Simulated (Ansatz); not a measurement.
Ideal-gas functions of CH₆NP (`CNP`) at 400 K and 1 bar, from an Ansatz frequency run at PBE0-D4/def2-TZVP.

Molar mass 63.04 g/mol, point group C1 (symmetry number 1), electronic degeneracy 1, moments of inertia 15.027, 91.947, 99.278 u Å². Harmonic wavenumbers (cm⁻¹, unscaled): 144, 195, 320, 569, 785, 893, 911, 1116, 1134, 1147, 1177, 1414, 1451, 1484, 1515, 2295, 2399, 2999, 3078, 3122, 3599.

Use S(trans) = R[1.5 ln M + 2.5 ln T − 1.1517]; rotational temperatures θ = 24.2544 K / I; S(rot) = R[ln(√π/σ · √(T³/θAθBθC)) + 1.5]; for each mode x = 1.438777 ν̃/T, S = R[x/(eˣ − 1) − ln(1 − e⁻ˣ)] and H = RT x/(eˣ − 1); 1 cm⁻¹ = 0.0119627 kJ/mol; R = 8.31446 J/(mol·K).

Task: By hand: the entropy, in J/(mol·K).

Result: Translation 166.6. Rotation: θ = 1.6141, 0.2638, 0.2443 K, giving 101.4. Vibration, mode by mode: 13.88, 11.43, 7.59, 3.67, 1.99, 1.46, 1.39, 0.77, 0.73, 0.70, 0.64, 0.31, 0.28, 0.25, 0.23, 0.02, 0.01, 0.00, 0.00, 0.00, 0.00, in all 45.4. Electronic 0.0. Sum 313.4 J/(mol·K).

Task: By hand: H − E and G − E in kJ/mol, counted from the electronic energy.

Result: Zero-point energy ½ × 31747 × 0.0119627 = 189.9; thermal vibration 10.4; translation, rotation and pV give 4 RT = 13.3. H − E = 213.6 kJ/mol, and G − E = 213.6 − 400 × 313.4/1000 = 88.2 kJ/mol.

Vibration gives 14 % of the entropy, 13.9 J/(mol·K) of it from the mode under 150 cm⁻¹: soft modes count most, and the harmonic formula is weakest for them. The sum counts one conformer and one mirror image; others add a mixing term.
